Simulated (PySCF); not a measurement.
Which functional comes closest?

Molecule: 3-Chlorothiophene (SMILES Clc1ccsc1).

Molfile (atoms numbered from 1):
```
C4H3ClS
     RDKit          3D

  9  9  0  0  0  0  0  0  0  0999 V2000
   -2.1942   -1.4284    0.1809 Cl  0  0  0  0  0  0  0  0  0  0  0  0
   -0.8339   -0.3789    0.0587 C   0  0  0  0  0  0  0  0  0  0  0  0
    0.5088   -0.8549    0.0227 C   0  0  0  0  0  0  0  0  0  0  0  0
    1.4027    0.1759   -0.0746 C   0  0  0  0  0  0  0  0  0  0  0  0
    0.6213    1.7039   -0.1227 S   0  0  0  0  0  0  0  0  0  0  0  0
   -0.9332    0.9865   -0.0106 C   0  0  0  0  0  0  0  0  0  0  0  0
    0.7781   -1.9098    0.0674 H   0  0  0  0  0  0  0  0  0  0  0  0
    2.4893    0.1163   -0.1209 H   0  0  0  0  0  0  0  0  0  0  0  0
   -1.8388    1.5894   -0.0009 H   0  0  0  0  0  0  0  0  0  0  0  0
  1  2  1  0
  2  3  1  0
  3  4  2  0
  4  5  1  0
  5  6  1  0
  6  2  2  0
  3  7  1  0
  4  8  1  0
  6  9  1  0
M  END
```

Geometry PBE0-D3(BJ)/def2-SVP throughout; GIAO in PySCF 2.14.0 with density-fitted response routines, gas phase, one conformer, non-relativistic; equivalent atoms averaged; basis pcSseg-2.

Reference values (estimated from measurements, as parent shift plus tabulated substituent increments; solution, not stated per compound (mostly CDCl3 or CCl4); Pretsch, Buehlmann, Badertscher, Structure Determination of Organic Compounds, 4th ed. (2009)): δ(H9) = 7.06 ppm, δ(H7) = 6.92 ppm, δ(H8) = 7.22 ppm. Computed shifts are taken against TMS, calculated as an isolated molecule at each level.

Q: How do the functionals HF, LDA, PBE, BLYP, BP86, OPBE, KT2, KT3, B97-D, B3LYP, PBE0, mPW1PW91, WP04, B97-2, BHandHLYP, CAM-B3LYP, wB97X-D, LC-wPBE perform against the reference? Times are CPU seconds on shared hosts with different chips, so compare them loosely.

A: 
| functional | kind | H9 | H7 | H8 | mean abs. error H | core-s |
| --- | --- | --- | --- | --- | --- | --- |
| HF | Hartree–Fock | 7.42 | 7.18 | 7.51 | 0.30 | 19 |
| LDA | LDA | 7.01 | 7.14 | 7.25 | 0.10 | 31 |
| PBE | GGA | 6.94 | 7.09 | 7.19 | 0.11 | 43 |
| BLYP | GGA | 6.89 | 7.03 | 7.12 | 0.13 | 42 |
| BP86 | GGA | 6.93 | 7.07 | 7.17 | 0.11 | 40 |
| OPBE | GGA | 6.98 | 7.15 | 7.25 | 0.11 | 40 |
| KT2 | GGA | 6.87 | 7.01 | 7.12 | 0.13 | 44 |
| KT3 | GGA | 6.88 | 7.01 | 7.11 | 0.13 | 44 |
| B97-D | GGA | 6.90 | 7.03 | 7.13 | 0.12 | 41 |
| B3LYP | global hybrid | 7.06 | 7.09 | 7.25 | 0.07 | 29 |
| PBE0 | global hybrid | 7.14 | 7.16 | 7.34 | 0.15 | 29 |
| mPW1PW91 | global hybrid | 7.13 | 7.15 | 7.32 | 0.13 | 30 |
| WP04 | global hybrid | 6.93 | 6.89 | 7.09 | 0.10 | 43 |
| B97-2 | global hybrid | 7.09 | 7.12 | 7.28 | 0.10 | 43 |
| BHandHLYP | global hybrid | 7.25 | 7.15 | 7.38 | 0.19 | 43 |
| CAM-B3LYP | range-separated hybrid | 7.23 | 7.15 | 7.37 | 0.18 | 56 |
| wB97X-D | range-separated hybrid | 7.24 | 7.16 | 7.39 | 0.20 | 56 |
| LC-wPBE | range-separated hybrid | 7.38 | 7.21 | 7.50 | 0.30 | 77 |

For $^{1}$H the closest is B3LYP (0.07 ppm, with WP04 practically level) and the furthest HF (0.30 ppm). One molecule is a small sample, and vibrational and solvent effects are absent from the calculation.
